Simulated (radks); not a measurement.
**Si³⁺ in [He] 2s1 2p6 3s1 3p1: an all-electron calculation**

Wanted: eigenvalues, radial structure and energy terms of the silicon ion Si3+.

Method: non-relativistic Kohn-Sham, BLYP, spin-unpolarised, spherical densities, point nucleus. Code: radks (a radial shooting solver on a logarithmic mesh, Libxc functionals) version 1.

## (1) Starting point

| Quantity | Value |
| --- | --- |
| element | silicon (Z = 14) |
| charge | +3 |
| electrons | 11 |
| configuration | [He] 2s1 2p6 3s1 3p1 |

Outer shells as boxes (Hund's rule):

Si³⁺
```
[He] core
2s [↑ ]
2p [↑↓][↑↓][↑↓]
3s [↑ ]
3p [↑ ][  ][  ]
```

## (2) The calculation

Settings of this run:

```text
Z 14
configuration [He] 2s1 2p6 3s1 3p1 4s0 3d0 4p0 4f0
relativity non-relativistic
functional b88,lyp
spin unpolarised
nucleus point
```

Started as:

```bash
> python run_ks.py task.json out
```

All runs below come from this command, one after another.

**Question.** What will this run give?

**Answer**, as computed:

| quantity | value |
| --- | --- |
| total energy | -281.67897 hartree |
| exchange-correlation share of it | 6.74 % |
| −T/E | 0.9987 |
| highest occupied level | 3p, -35.031 eV |
| most extended occupied level | 3p, <r> = 1.89 bohr |
| radius at density 0.001 e/bohr³ | 3.27 bohr |
| maxima of the radial density | 2 |

What this shows: 3 principal shells are occupied and 2 maxima appear in the radial density; where shells overlap, one shows as a shoulder or not at all. The ratio −T/E is 0.9987; for a non-relativistic Coulomb system it is 1 up to the kinetic part of correlation. This is not the tabulated ground configuration, so its levels and sizes aren't those of the ground state, and no measured value stands beside it.
